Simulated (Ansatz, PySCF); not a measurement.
Species: dimethylether, C$_{2}$H$_{6}$O (charge 0, singlet). 
Geometry from a B3LYP-D3(BJ)/def2-TZVP (Ansatz, a quantum-chemistry and plane-wave program) optimisation:
```
O
C 1 1.4094
H 2 1.0890 1 107.47
H 2 1.0983 3 109.03 1 -120.94
H 2 1.0983 3 109.03 4 -118.12
C 1 1.4094 2 112.50 3 -180.00
H 6 1.0890 1 107.47 2 180.00
H 6 1.0983 7 109.03 1 120.94
H 6 1.0983 7 109.03 8 118.12
```

Wanted: vertical triplet-singlet gap (E(triplet) - E(singlet); each state is the SCF solution reached for its spin; for the triplet T1 is 0.048), in kcal/mol. Valence correlation only, unless marked. Open shells are spin-unrestricted. Spin-orbit coupling is left out. Non-relativistic. 

| level | program | vertical triplet-singlet gap (kcal/mol) |
|---|---|---|
| HF/aug-cc-pVDZ | Ansatz | 138.7 |
| B3LYP/def2-TZVPD | Ansatz | 151.4 |
| M06-2X/def2-TZVPD | PySCF | 161.4 |
| wB97X-V/def2-TZVPD | Ansatz | 162.7 |
| B2PLYP/def2-TZVPD | Ansatz | 157.4 |
| SCS-MP2/aug-cc-pVDZ | Ansatz | 165.2 |
